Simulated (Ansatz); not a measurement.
# C₄H₆O: one species, many methods

An exercise on one series of results from a longer session: the logs are not shown, and one member is left open.

Computed with Ansatz 0.2.0, Gaussian basis. Level: functionals in def2-TZVPP, the program's frozen cores in correlated methods.

Levels to be run: PBE-D4, r2SCAN-D4, PBE0-D4, B3LYP-D4, ωB97X-V, ωB97M-V, B2PLYP; CCSD(T)/def2-TZVPP; MP2/def2-QZVPP; extrapolation to the limit.

**Structure used throughout**

An earlier PBE0-D4 in a triple-zeta def2 set relaxation fixed the geometry.

11 atoms, charge 0, spin multiplicity 1.

Atoms are counted from 1 here; the program's logs count them from 0.

Bond lengths: C1–C2 1.548 Å, C1–H6 1.091 Å, C1–H7 1.091 Å, C1–H8 1.091 Å, C2–C3 1.452 Å, C2–H9 1.097 Å, C2–H10 1.092 Å, C3–C4 1.380 Å, C4–O5 1.241 Å, C4–H11 1.101 Å. Angles: C2–C1–H6 108.2°, C2–C1–H7 111.5°, C2–C1–H8 111.5°, H6–C1–H7 108.3°, H6–C1–H8 108.5°, H7–C1–H8 108.8°, C1–C2–C3 104.2°, C1–C2–H9 109.2°, C1–C2–H10 108.7°, C3–C2–H9 112.1°, C3–C2–H10 112.7°, H9–C2–H10 109.7°, C2–C3–C4 126.4°, C3–C4–O5 106.7°, C3–C4–H11 127.9°, O5–C4–H11 124.7°.

Set-up of the first run:

in.yaml reads:

```yaml
crystal:
  periodic: [false, false, false]
  atoms:
    - {symbol: C, position_ang: [-0.924953, 0.536365, 0.927500]}
    - {symbol: C, position_ang: [0.200725, 0.818357, -0.096739]}
    - {symbol: C, position_ang: [1.024887, -0.376527, -0.059209]}
    - {symbol: C, position_ang: [0.898584, -1.484853, -0.871138]}
    - {symbol: O, position_ang: [1.462479, -1.209181, -1.942131]}
    - {symbol: H, position_ang: [-1.547701, 1.428326, 1.003701]}
    - {symbol: H, position_ang: [-0.519601, 0.316700, 1.915778]}
    - {symbol: H, position_ang: [-1.552609, -0.297878, 0.611380]}
    - {symbol: H, position_ang: [-0.244754, 0.982083, -1.085710]}
    - {symbol: H, position_ang: [0.742659, 1.713596, 0.215310]}
    - {symbol: H, position_ang: [0.525685, -2.483788, -0.598142]}
basis:
  gaussian: {orbitals: def2-TZVPP}
hamiltonian: {xc: pbe, dispersion: d4}
output: {forces: true, orbitals: {seedname: orbitals}}
```

On the command line:

```bash
ansatz run in.yaml --threads 4 --pin off --events-out ev --progress --plain --max-ram 10444MiB
```

Steps of the session up to this table: PBE-D4 (GGA); r2SCAN-D4 (meta-GGA); PBE0-D4 (hybrid); B3LYP-D4 (hybrid); ωB97X-V (range-separated); ωB97M-V (range-separated); B2PLYP (double hybrid); CCSD(T) in def2-TZVPP; MP2 in def2-QZVPP.

One of the session's tables, all rows but one given; the rest of the session is left out.

```
            method  atoms, summed (eV)  atomisation energy (kJ/mol)
            PBE-D4           -6236.612                       4570.5
         r2SCAN-D4           -6242.016                       4435.4
           PBE0-D4           -6238.110                       4441.8
          B3LYP-D4           -6246.295                       4414.6
           ωB97X-V           -6243.863                       4397.2
           ωB97M-V           -6243.037                       4409.7
            B2PLYP           -6240.978                       4365.9
     HF/def2-TZVPP                   ?                            ?
    MP2/def2-TZVPP           -6231.149                       4349.2
   CCSD/def2-TZVPP           -6233.823                       4191.8
CCSD(T)/def2-TZVPP           -6234.121                       4277.4
           MP2/CBS           -6233.172                       4460.2
       CCSD(T)/CBS           -6236.144                       4388.4
```

Estimate the missing values for HF/def2-TZVPP.

The run gave: atoms, summed (eV): -6220.098; atomisation energy (kJ/mol): 3126.3. In the column «atoms, summed (eV)» it is the highest.
